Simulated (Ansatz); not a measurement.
# CH6O2: the cost of one run

Program: Ansatz 0.2.0. Level of theory: the levels named in each step. These are calculated values, not measurements.

## 1. The system as given

Bond lengths: C1–O2 1.413 Å, C1–H4 1.093 Å, C1–H5 1.094 Å, C1–H6 1.088 Å, O2–H7 0.964 Å, O3–H8 0.968 Å, O3–H9 0.958 Å. Angles: C1–O2–H7 109.0°, O2–C1–H4 111.3°, O2–C1–H5 111.5°, O2–C1–H6 106.6°, H4–C1–H5 109.3°, H4–C1–H6 109.1°, H5–C1–H6 109.0°, H8–O3–H9 106.2°.

As a file:

```xyz
9

C     1.3682   -0.7660    0.3148
O     0.0378   -0.6004    0.7599
O    -1.2183    1.2422   -1.0142
H     1.8567   -1.5990    0.8271
H     1.4111   -0.9306   -0.7656
H     1.8931    0.1568    0.5543
H    -0.4574   -1.4062    0.5759
H    -0.7811    0.6814   -0.3568
H    -1.4871    2.0367   -0.5508
```

## 2. A rough first relaxation, PBE-D4/def2-SVP

This run stands in another session on the same molecule. It ended at:

```xyz
9

C     1.2302   -0.6021    0.2984
O    -0.0089   -0.6844    1.0002
O    -1.1397    0.9344   -1.0011
H     1.8212   -1.5433    0.3642
H     1.0742   -0.3272   -0.7690
H     1.8247    0.2006    0.7788
H    -0.4738   -1.4779    0.6749
H    -0.9581    0.4995   -0.1348
H    -0.7467    1.8153   -0.8669
```

## 3. Relaxation, HF/STO-3G

Input file input.yaml:

```yaml
crystal:
  periodic: [false, false, false]
  atoms:
    - { symbol: C, position_ang: [1.23019478, -0.60206389, 0.29839297] }
    - { symbol: O, position_ang: [-0.00887352, -0.68437139, 1.00022688] }
    - { symbol: O, position_ang: [-1.13972743, 0.93439642, -1.00110433] }
    - { symbol: H, position_ang: [1.8211866, -1.54333157, 0.36421297] }
    - { symbol: H, position_ang: [1.07418628, -0.32722966, -0.76895426] }
    - { symbol: H, position_ang: [1.82468481, 0.20058653, 0.77883292] }
    - { symbol: H, position_ang: [-0.47379409, -1.4778871, 0.67491464] }
    - { symbol: H, position_ang: [-0.95806848, 0.49945122, -0.13484386] }
    - { symbol: H, position_ang: [-0.74665896, 1.81531944, -0.86694793] }
basis:
  gaussian: { orbitals: STO-3G }
hamiltonian:
  xc: hf
relax:
  f_tol: 0.002
  max_steps: 150
```

The run is started by

```console
ansatz run input.yaml --threads 2 --pin off --max-ram 5120MiB --backend cpu --events-out ev --progress --plain --runs-dir out
```

Q: Estimate wall time and peak memory on 2 threads of AMD EPYC (Zen 3), shared host.

About 12 s, with a peak of 0.098 GiB.
